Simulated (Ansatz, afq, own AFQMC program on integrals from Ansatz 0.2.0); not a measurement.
AFQMC on a folder of integrals that Ansatz 0.2.0 wrote.

```yaml
crystal:
  periodic: [false, false, false]
  atoms:
    - {symbol: N, position_ang: [0.000000, 0.000000, 0.000000]}
basis:
  gaussian: {orbitals: def2-TZVPP}
magnetization: {spin_polarized: true, initial_magnetization: 3}
correlation: {method: ccsd_t, electrons: outside_noble_gas, hamiltonian_folder: ham}
```

```sh
$ ansatz run in.yaml --threads 1 --pin off --events-out ev --progress --plain --max-ram 24576MiB --backend cuda --devices 0, --max-vram 18GiB
```

afq runs on the folder ham with

```
--method phaseless --trial cisd --walkers 4000 --populations 20 --least-time 60 --time-step 0.005 --steps-per-block 50 --equilibration-blocks 28 --max-blocks 4000 --target-error 8e-05 --factor-cut 1e-05 --start spin_pure --seed 191 --release-times 0.24,0.5,1,1.5 --release-step 0.02 --release-every 3 --taylor-order 6
```

Times are imaginary, in 1/Eh. The walk had a cap of 122 s. With eight or more populations the least sampling time is a fifth of least-time, and the error comes from their spread.

afq prints:

```
orbitals 30  electrons 4 1  factors 191 of 191
reference energy -54.40274682 Eh
CCSD correlation -0.11093173 Eh in 8 cycles, weight of the determinant in the CISD state 0.9640
energy of the start -54.513634 Eh
 block  time / (1/Eh)  mean weight  energy / Eh
     1     0.250  1.0003  -54.514239
     2     0.500  1.0000  -54.514968
     3     0.750  1.0000  -54.515438
     4     1.000  1.0001  -54.515735
     5     1.250  0.9999  -54.515816
     8     2.000  0.9999  -54.516182
    11     2.750  1.0001  -54.516459
    14     3.500  1.0002  -54.516234
    17     4.250  1.0003  -54.516286
    20     5.000  0.9999  -54.516302
    23     5.750  1.0000  -54.516162
    26     6.500  1.0002  -54.516223
    29     7.250  0.9998  -54.516420
    32     8.000  0.9999  -54.516060
    35     8.750  0.9995  -54.516093
    38     9.500  0.9998  -54.516086
    39     9.750  1.0001  -54.515970
    41    10.250  1.0002  -54.516280
    44    11.000  1.0001  -54.516278
    47    11.750  1.0002  -54.516461
    50    12.500  0.9999  -54.516305
    53    13.250  1.0003  -54.516241
    56    14.000  1.0000  -54.516271
    59    14.750  1.0002  -54.516304
    62    15.500  0.9998  -54.516187
    65    16.250  0.9999  -54.516173
    68    17.000  0.9998  -54.516295
    69    17.250  1.0000  -54.516605
    71    17.750  0.9998  -54.516414
    74    18.500  1.0001  -54.516300
    77    19.250  1.0001  -54.516279
    78    19.500  1.0001  -54.516253
error from the spread of 20 populations
released: time / (1/Eh)  energy / Eh  error  mean overlap
  0.24  -54.516297  0.000021  0.9995
  0.50  -54.516347  0.000016  0.9962
  1.00  -54.516321  0.000021  0.9955
  1.50  -54.516310  0.000018  0.9943
energy -54.516272 +/- 0.000028 Eh
(rows thinned)
```

The run passed its tests (sampling time, drift between the halves within three errors, error under three times the target), which doesn't prove that it has relaxed.

Against this walk (error 0.8 meV) on the same determinant: CCSD(T) 9.0 meV higher, CCSDT(Q) 1.3 meV lower (within the noise), CCSDTQ 1.4 meV lower (within the noise), full CI 1.4 meV lower (within the noise). The error is statistical and leaves out the bias of the constraint. Released to 1.50 1/Eh the energy moves by -1.0 ± 0.9 meV (both errors), within twice the noise.

Cautions: constraint bias not in the error.

The walk took 38 s on 1 × NVIDIA H100 80GB HBM3 with 1 thread of AMD EPYC 7R13 Processor (Zen 3) (shared host) (the card was shared). The log's last line is the phaseless energy.

CCSDT and higher add their correlation energy to the determinant of the CCSD(T) run, since their own runs factorise the integrals more tightly (a shift of under 2 meV). A walk keeps the symmetry of its determinant, which the program's search chose and which needn't be the lowest solution, so a lower state of the same spin and another symmetry isn't excluded.
